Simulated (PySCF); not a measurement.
**Threshold energies of BP in a plasma**

PBE0 in PySCF with def2-TZVPPD on every atom, for the lowest determinant that a PBE0 search found; no spin–orbit coupling.

| species | state (unpaired electrons) | Re (Å) | ωe (cm⁻¹) | energy of the minimum from the neutral (eV) | De (eV) | dissociates to |
| --- | --- | --- | --- | --- | --- | --- |
| BP | triplet (σ ↑, π ↑) | 1.736 | 985 | 0.00 | 3.63 | B + P |
| BP⁺ | quartet (σ ↑, π ↑↑) | 1.846 | 779 | 9.27 | 3.01 | B⁺ + P |

Q: Work out the lowest energy to break BP into atoms, from its vibrational ground state.

A: D0 = De − ωe/2 = 3.63 − 0.06 = 3.57 eV (PBE0/def2-TZVPPD).

Q: Work out the ionisation energy of the B atom at this level and the threshold of dissociative ionisation.

A: IE(B) = 9.27 + 3.01 − 3.63 = 8.65 eV, so B⁺ + P + e⁻ appears at D0 + IE(B) = 12.22 eV (PBE0/def2-TZVPPD). The measured IE(B) is 8.298 eV (NIST ASD).

These are thermodynamic thresholds; the onsets seen under electron impact lie higher where the geometry changes, and cross-sections peak well above them.

For an ion De counts to the pair picked by the measured ionisation energies or electron affinities, which need not be the lowest pair at this level. States were picked by a PBE0 search and need not be the measured ground states.
